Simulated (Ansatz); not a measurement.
C3H5NO can be A, `N=C1CCO1`, or B, `NC1=C(O)C1`.

Computed with Ansatz on PBE0-D4/def2-TZVP structures; ΔE is electronic, products minus reactants. CCSD(T)/CBS adds triple-zeta CCSD(T) − MP2 to the extrapolated MP2 energy (def2 sets, frozen cores). DFT in def2-TZVPP. One conformer a species, not always the lowest.

Which is lower in electronic energy at CCSD(T)/CBS, and by how much? (An estimate is asked.)

The calculation gave: A, by 167.8 kJ/mol.

Give E(B) − E(A) in kJ/mol with PBE-D4, CCSD(T)/def2-TZVPP, PBE0-D4, CCSD(T)/def2-SVP, HF/def2-TZVPP, B2PLYP, r2SCAN-D4. (Best estimate.)

Computed: PBE-D4 156.7, CCSD(T)/def2-TZVPP 175.2, PBE0-D4 159.2, CCSD(T)/def2-SVP 173.9, HF/def2-TZVPP 184.7, B2PLYP 167.7, r2SCAN-D4 166.5. None reverses the order clearly.

Does the order hold for the free energy at 298.15 K (harmonic terms from PBE0-D4)? (Estimate.)

The calculation gave: Yes: G(B) − G(A) = +159.4 kJ/mol, for one conformer each.

Largest T1 diagnostic: 0.014.

At CCSD(T), def2-SVP lies +6.1 kJ/mol from the extrapolated value and def2-TZVPP +7.4 kJ/mol. From BLYP to BHLYP (50 % exact exchange), in def2-TZVPP and without D4, E(B) − E(A) moves by +8.7 kJ/mol.
